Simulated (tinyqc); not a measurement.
Inside a calculation. Method: extended Hueckel theory, for H3O+. The parameters take no account of the charge, which enters only through the electron count. Computed by tinyqc, a small Python program that keeps every step (integrals from PySCF). Settings: charge = 1, K = 1.75, multiplicity = 1. Command: `OMP_NUM_THREADS=1 python tinyqc.py 20010 20011 out.jsonl` (the two numbers bound the seeds that draw the settings). One thread of a shared host (Intel(R) Xeon(R) Processor @ 2.60GHz), about 0.01 s of CPU time with the checks.

## Overlaps

Geometry (angstrom):
```
atom        x        y       z
O      0.0000   0.0000  0.0070
H      0.9200   0.0000  0.0000
H     -0.4600   0.7970  0.0000
H     -0.4600  -0.7970  0.0000
```

Parameters chosen for this run:
```
element  shell  Slater exponent  H_ii (eV)
H           1s           1.3000   -13.6000
O           2s           2.2750   -32.3000
O           2p           2.2750   -14.8000
```

Slater orbitals, each expanded in six Gaussians scaled to its exponent.

overlap S, order 1O 2s, 1O 2px, 1O 2py, 1O 2pz, 2H 1s, 3H 1s, 4H 1s:
$$\begin{pmatrix}
1.0000 & 0.0000 & 0.0000 & 0.0000 & 0.4863 & 0.4861 & 0.4861 \\
0.0000 & 1.0000 & 0.0000 & 0.0000 & 0.4070 & -0.2034 & -0.2034 \\
0.0000 & 0.0000 & 1.0000 & 0.0000 & 0.0000 & 0.3524 & -0.3524 \\
0.0000 & 0.0000 & 0.0000 & 1.0000 & -0.0031 & -0.0031 & -0.0031 \\
0.4863 & 0.4070 & 0.0000 & -0.0031 & 1.0000 & 0.1999 & 0.1999 \\
0.4861 & -0.2034 & 0.3524 & -0.0031 & 0.1999 & 1.0000 & 0.1998 \\
0.4861 & -0.2034 & -0.3524 & -0.0031 & 0.1999 & 0.1998 & 1.0000
\end{pmatrix}$$

## Wolfsberg-Helmholz matrix

diagonal H_ii (eV): 1O 2s -32.3000, 1O 2px -14.8000, 1O 2py -14.8000, 1O 2pz -14.8000, 2H 1s -13.6000, 3H 1s -13.6000, 4H 1s -13.6000

K = 1.7500

H_ij = K' S_ij (H_ii + H_jj)/2 for i != j (the diagonal keeps H_ii), with K' = 1.75.

H (eV), order 1O 2s, 1O 2px, 1O 2py, 1O 2pz, 2H 1s, 3H 1s, 4H 1s:
$$\begin{pmatrix}
-32.3000 & 0.0000 & 0.0000 & 0.0000 & -19.5311 & -19.5250 & -19.5250 \\
0.0000 & -14.8000 & 0.0000 & 0.0000 & -10.1133 & 5.0544 & 5.0544 \\
0.0000 & 0.0000 & -14.8000 & 0.0000 & 0.0000 & -8.7574 & 8.7574 \\
0.0000 & 0.0000 & 0.0000 & -14.8000 & 0.0769 & 0.0769 & 0.0769 \\
-19.5311 & -10.1133 & 0.0000 & 0.0769 & -13.6000 & -4.7576 & -4.7576 \\
-19.5250 & 5.0544 & -8.7574 & 0.0769 & -4.7576 & -13.6000 & -4.7547 \\
-19.5250 & 5.0544 & 8.7574 & 0.0769 & -4.7576 & -4.7547 & -13.6000
\end{pmatrix}$$

## Orbitals

valence electrons = 8

Solve H C = S C e through S^(-1/2); fill by pairs from the bottom, a degenerate level sharing its electrons equally; each orbital has its largest coefficient positive (the first on a tie).

orbital energies (eV): [-33.5843, -17.4534, -17.4531, -14.8001, 2.3332, 2.3388, 17.1360]

occupations: [2.0000, 2.0000, 2.0000, 2.0000, 0.0000, 0.0000, 0.0000]

coefficients, order 1O 2s, 1O 2px, 1O 2py, 1O 2pz, 2H 1s, 3H 1s, 4H 1s:
$$\begin{pmatrix}
0.8260 & 0.0000 & 0.0000 & 0.0028 & 0.0000 & 0.0006 & 1.1596 \\
0.0000 & 0.0000 & 0.6849 & 0.0000 & 0.0000 & -0.9905 & 0.0008 \\
0.0000 & 0.6849 & 0.0000 & 0.0000 & 0.9905 & 0.0000 & 0.0000 \\
0.0005 & 0.0000 & 0.0000 & 1.0000 & 0.0000 & 0.0000 & -0.0084 \\
0.1106 & 0.0000 & 0.4025 & -0.0013 & 0.0000 & 1.0225 & -0.6867 \\
0.1105 & 0.3486 & -0.2013 & -0.0013 & -0.8858 & -0.5119 & -0.6855 \\
0.1105 & -0.3486 & -0.2013 & -0.0013 & 0.8858 & -0.5119 & -0.6855
\end{pmatrix}$$

sum of one-electron energies = -166.5818 eV

Within a degenerate level the vectors are fixed only up to a rotation; this is one choice.

## Mulliken analysis

P = C n C^T; charge = valence electrons (H 1, O 6) minus the sum of (P S)_ii on the atom; overlap population = 2 sum P_ij S_ij between two atoms.

charges: 1O -0.1802, 2H 0.3934, 3H 0.3934, 4H 0.3934

Overlap populations:
```
pair      value
2-1    0.626373
3-1    0.626247
3-2   -0.054989
4-1    0.626247
4-2   -0.054989
4-3   -0.054960
```
